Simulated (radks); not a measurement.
# O²⁻ held by a Watson sphere

The task here is to estimate one member of a computed series from the others.

The numbers are computed with radks (a radial shooting solver on a logarithmic mesh, Libxc functionals) version 1 (non-relativistic Kohn-Sham, PBEsol, spin-polarised, spherical densities, point nucleus), except any that are marked as measured or tabulated.

## Starting point

- element: oxygen (Z = 8)
- charge: -2
- electrons: 10
- configuration: [Ne]

The outer shells:

O²⁻
```
[He] core
2s [↑↓]
2p [↑↓][↑↓][↑↓]
```

Set-up of the first run:

The run's settings:

```text
Z 8
configuration [Ne]
relativity non-relativistic
functional pbe_sol,pbe_sol
spin polarised
nucleus point
watson charge 2 radius 1.7 bohr
response adiabatic LDA kernel
```

Steps of the session up to this table: R = 1.7 bohr; R = 1.76 bohr; R = 1.79 bohr; R = 2.13 bohr; R = 2.18 bohr; R = 2.66 bohr; R = 2.77 bohr; R = 3.01 bohr; R = 3.5 bohr.

One table of the session follows, with a row left open; its other results are not shown here.

| R (bohr) | highest level (eV) | its <r> (bohr) | sum of <r²> (bohr²) | α (bohr³) |
| --- | --- | --- | --- | --- |
| 1.7 | -8.846 | 1.416 | 19.56 | 10.80 |
| 1.76 | -8.608 | 1.432 | 19.99 | 11.48 |
| 1.79 | -8.491 | 1.439 | 20.20 | 11.83 |
| 2.13 | -7.254 | 1.521 | 22.59 | 16.62 |
| 2.18 | -7.086 | 1.533 | 22.94 | 17.46 |
| 2.66 | ? | ? | ? | ? |
| 2.77 | -5.390 | 1.658 | 27.10 | 30.80 |
| 3.01 | -4.837 | 1.705 | 28.84 | 38.50 |
| 3.5 | -3.911 | 1.796 | 32.56 | 59.99 |

**Question.** Estimate the row for R (bohr) = 2.66.

Worked estimate for «highest level (eV)». A straight line through the neighbours (2.18, -7.086) and (2.77, -5.390) gives -7.086 + (-5.390 + 7.086) × (2.66 − 2.18) / (2.77 − 2.18) = -5.706; a parabola fitted to 4 rows on both sides gives -5.670.

**Answer.** highest level (eV): -5.669; its <r> (bohr): 1.636; sum of <r²> (bohr²): 26.32; α (bohr³): 27.76. In «highest level (eV)» the line misses by -0.037 and the parabola by -0.001.

A wider sphere makes a shallower well, so the ion swells. Response by self-consistent Sternheimer equations with the Hartree and adiabatic LDA kernel.
